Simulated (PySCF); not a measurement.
Which level of theory gave which numbers?

SiH₄.
SMILES: `[SiH4]`

The closed-shell ground state was solved 3 times with PySCF (density fitting, gas phase), always in the pcSseg-2 basis (99 functions), with these functionals: KT3, PBE0 and wB97X-D. Isolated species at its PBE0-D3(BJ)/def2-TZVP geometry, gas phase.

```json
{"row": "P", "total energy (Eh)": "-291.7632", "HOMO (eV)": "-9.85", "LUMO (eV)": "0.86"}
{"row": "Q", "total energy (Eh)": "-294.2221", "HOMO (eV)": "-8.63", "LUMO (eV)": "0.03"}
{"row": "R", "total energy (Eh)": "-291.8936", "HOMO (eV)": "-11.80", "LUMO (eV)": "2.52"}
```

Problem. Which functional belongs to which row?

Solution. P = PBE0, Q = KT3, R = wB97X-D. By rising HOMO–LUMO gap: KT3 (GGA) 8.66 eV; PBE0 (global hybrid, 25 % exact exchange) 10.71 eV; wB97X-D (range-separated hybrid) 14.32 eV. Total energies of different functionals aren't bounds to one another; each is stationary for its own functional.

Note: wB97X-D ran without an empirical dispersion term, which enters the total energy and its gradient alone.
